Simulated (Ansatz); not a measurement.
`OC1=NC1`. Total charge 0; spin multiplicity 1.

Z-matrix (Å, degrees):
```
C
C 1 1.421
N 1 1.559 2 49.1
H 1 1.087 2 120.8 3 99.7
H 1 1.087 2 120.8 3 -99.7
O 2 1.314 1 146.5 3 180.0
H 6 0.968 2 108.5 1 -180.0
```

Question: What are the harmonic wavenumbers in cm⁻¹ at PBE0-D4/def2-TZVP (Ansatz, finite differences of forces, unscaled)? (Best estimate.)

Answer: Computed: 422, 432, 563, 702, 978, 987, 1068, 1105, 1214, 1505, 1522, 1914, 3099, 3184, 3764.

Question: Is this a minimum?

Answer: Yes, all 15 modes are real.

Question: Give the ideal-gas thermochemistry at 298.15 K and 1 bar (rigid rotor, harmonic oscillator; point group Cs, symmetry number 1).

Answer: Zero-point energy 134.3 kJ/mol; H(298) − E = 146.9 kJ/mol; entropy 268.6 J/(mol·K), of which translation 159.3, rotation 96.9, vibration 12.4; G(298) − E = 66.9 kJ/mol.
